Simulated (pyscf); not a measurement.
Thermochemistry of product channels of H₃C–GeH₃ on the singlet surface, in kcal/mol, from ωB97M-D3(BJ)/def2-TZVP energies (ideal gas, 1 atm, RRHO with modes under 100 cm⁻¹ raised to 100, one conformer, R ln 2 for rigid chiral ones). Single points on ωB97X-D3(BJ)/def2-SVP structures (PySCF, gas phase).

```tsv
products	ΔE	ΔH(298 K)	ΔG(298 K)	ΔG(900 K)
H₂C=GeH₂ + hydrogen (H₂)	[?]	+53.7	+45.2	+26.9
H₃C–GeH: [singlet] + hydrogen (H₂)	+42.0	+38.5	+28.9	[?]
```

**Question.** What belongs in the gaps?

**Answer.** 
- H₂C=GeH₂ + hydrogen (H₂), ΔE: +58.6
- H₃C–GeH: [singlet] + hydrogen (H₂), ΔG(900 K): +8.6

These are energies of the channels, which say nothing of barriers. Elements up to Kr have no core potential and no relativistic terms here.
